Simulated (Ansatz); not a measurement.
# Tetradymite Bi2Te3

The numbers are results of rVV10 in Ansatz (PAW), not measurements.

Run with plane-wave cutoff 500 eV, 10×10×10 k mesh, Fermi–Dirac smearing 0.05 eV, scalar-relativistic PAW data made under PBE.

Cell (relaxed at this level):

```cif
data_Bi6Te9
_chemical_formula_sum 'Te9 Bi6'
_space_group_name_H-M_alt 'R-3m :H'
_space_group_IT_number 166
_space_group_name_Hall '-R 3 2"'
_cell_length_a 4.49120
_cell_length_b 4.49120
_cell_length_c 31.05513
_cell_angle_alpha 90.000
_cell_angle_beta 90.000
_cell_angle_gamma 120.000
loop_
_atom_site_label
_atom_site_type_symbol
_atom_site_symmetry_multiplicity
_atom_site_Wyckoff_symbol
_atom_site_fract_x
_atom_site_fract_y
_atom_site_fract_z
_atom_site_occupancy
Te1 Te 6 c 0.00000 0.00000 0.21078 1
Bi1 Bi 6 c 0.00000 0.00000 0.39993 1
Te2 Te 3 a 0.00000 0.00000 0.00000 1
```
(The calculation used a cell of 5 atoms; values per cell refer to that cell.)

equilibrium volume per atom: 36.17 Å³/atom
lattice constant a: 4.491 Å
c axis length: 31.055 Å

Measured, for comparison: lattice constant a 4.386 Å, lattice parameter c 30.497 Å (temperature not stated, not corrected to a static lattice; as tabulated in Luo et al. (2012), arXiv:1308.1523). Computed (rounded) less measured: lattice constant a +2.4 %, lattice parameter c +1.8 %.

Spin–orbit coupling is not included; it can shift volumes and moduli of such heavy elements.

Static lattice: no zero-point or thermal effects.

It cost around 14 core-minutes (rough) of CPU time.

Ansatz is a quantum-chemistry and plane-wave program.
